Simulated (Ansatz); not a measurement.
# AlFH₅N (built from SMILES F.[NH2][AlH2]): functionals against CCSD(T) at one geometry

A test off equilibrium: a displaced guess of a reacting structure is computed at several levels, and each is set against CCSD(T).

Method: single points in def2-TZVPP; program: Ansatz 0.2.0, Gaussian basis.

Cores are frozen in the correlated methods. B3LYP uses VWN-RPA correlation.

## (1) The starting structure

8 atoms, charge 0, spin multiplicity 1.

Atoms are counted from 1 here; the program's logs count them from 0.

Bond lengths: Al1–N2 2.246 Å, Al1–H3 1.600 Å, Al1–H4 1.498 Å, Al1–F6 2.082 Å, N2–H5 1.311 Å, N2–H7 1.067 Å, N2–H8 1.027 Å. Angles: N2–Al1–H3 116.8°, N2–Al1–H4 115.5°, N2–Al1–F6 68.5°, H3–Al1–H4 120.5°, H3–Al1–F6 107.6°, H4–Al1–F6 116.4°, Al1–N2–H5 65.6°, Al1–N2–H7 128.7°, Al1–N2–H8 124.7°, H5–N2–H7 112.8°, H5–N2–H8 110.5°, H7–N2–H8 104.4°.

Coordinates:

```
Al   -0.2598   -1.1094    0.2122
N    -0.2916    1.1112   -0.1231
H    -0.6176   -2.0348   -1.0434
H    -0.5892   -1.5551    1.6036
H     0.9089    0.5846   -0.0965
F     1.6571   -0.3551   -0.0869
H    -0.4888    1.6475   -1.0240
H    -0.3929    1.8138    0.6192
```

## (2) CCSD(T)/def2-TZVPP

The input, run/in.yaml:

```yaml
crystal:
  periodic: [false, false, false]
  atoms:
    - {symbol: Al, position_ang: [-0.259800, -1.109400, 0.212200]}
    - {symbol: N, position_ang: [-0.291600, 1.111200, -0.123100]}
    - {symbol: H, position_ang: [-0.617600, -2.034800, -1.043400]}
    - {symbol: H, position_ang: [-0.589200, -1.555100, 1.603600]}
    - {symbol: H, position_ang: [0.908900, 0.584600, -0.096500]}
    - {symbol: F, position_ang: [1.657100, -0.355100, -0.086900]}
    - {symbol: H, position_ang: [-0.488800, 1.647500, -1.024000]}
    - {symbol: H, position_ang: [-0.392900, 1.813800, 0.619200]}
basis:
  gaussian: {orbitals: def2-TZVPP}
correlation: {method: ccsd_t}
output: {forces: true}
```

No record of the launch command was kept for these runs.

## (3) PBE0-D4/def2-TZVPP

run/in.yaml: that of step 2 with these lines changed.

```diff
@@ -13,3 +13,3 @@
   gaussian: {orbitals: def2-TZVPP}
-correlation: {method: ccsd_t}
-output: {forces: true}
+hamiltonian: {xc: pbe0, dispersion: d4}
+output: {forces: true, orbitals: {seedname: orbitals}}
```

## (4) wB97M-V/def2-TZVPP

run/in.yaml: that of step 3 with these lines changed.

```diff
@@ -13,3 +13,3 @@
   gaussian: {orbitals: def2-TZVPP}
-hamiltonian: {xc: pbe0, dispersion: d4}
-output: {forces: true, orbitals: {seedname: orbitals}}
+hamiltonian: {xc: {name: wB97M-V}}
+output: {forces: true}
```

## (5) r2SCAN-D4/def2-TZVPP

run/in.yaml: that of step 4 with these lines changed.

```diff
@@ -13,3 +13,3 @@
   gaussian: {orbitals: def2-TZVPP}
-hamiltonian: {xc: {name: wB97M-V}}
+hamiltonian: {xc: r2scan, dispersion: d4}
 output: {forces: true}
```

## (6) PBE-D4/def2-TZVPP

run/in.yaml: that of step 5 with these lines changed.

```diff
@@ -13,3 +13,3 @@
   gaussian: {orbitals: def2-TZVPP}
-hamiltonian: {xc: r2scan, dispersion: d4}
+hamiltonian: {xc: pbe, dispersion: d4}
 output: {forces: true}
```

## (7) B3LYP-D4/def2-TZVPP

run/in.yaml: that of step 6 with these lines changed.

```diff
@@ -13,3 +13,3 @@
   gaussian: {orbitals: def2-TZVPP}
-hamiltonian: {xc: pbe, dispersion: d4}
+hamiltonian: {xc: {name: B3LYP}, dispersion: d4}
 output: {forces: true}
```

## (8) LC-wPBE/def2-TZVPP

run/in.yaml: that of step 7 with these lines changed.

```diff
@@ -13,3 +13,3 @@
   gaussian: {orbitals: def2-TZVPP}
-hamiltonian: {xc: {name: B3LYP}, dispersion: d4}
+hamiltonian: {xc: {name: LC-wPBE}}
 output: {forces: true}
```

(Steps that only read results are left out.)

**Question.** What will these runs give? Wanted: energy less free atoms, CCSD(T)/def2-TZVPP; RMS force component; RMS force error; HOMO and LUMO, PBE0-D4; T1 diagnostic.

The runs gave:

| quantity | value |
| --- | --- |
| energy less free atoms, CCSD(T)/def2-TZVPP | -23.920 eV |
| RMS force component | 0.986 to 1.081 eV/Å over the methods |
| RMS force error | PBE0-D4 0.046, wB97M-V 0.076, r2SCAN-D4 0.061, PBE-D4 0.170, B3LYP-D4 0.090, LC-wPBE 0.065 eV/Å |
| HOMO and LUMO, PBE0-D4 | -8.42 and -0.48 eV |
| T1 diagnostic | 0.012 |

Against CCSD(T) the functionals' energies less atoms differ by -0.901 to -0.208 eV, PBE-D4 by -0.901 eV. CCSD(T) in triple zeta still lacks some correlation energy of the bonds, so part of these gaps is its own basis error and they don't rank the functionals. On forces the order runs from PBE0-D4 to PBE-D4. Frozen-core CCSD(T) forces in triple zeta carry basis errors of their own, and this is one geometry, so small gaps rank nothing.
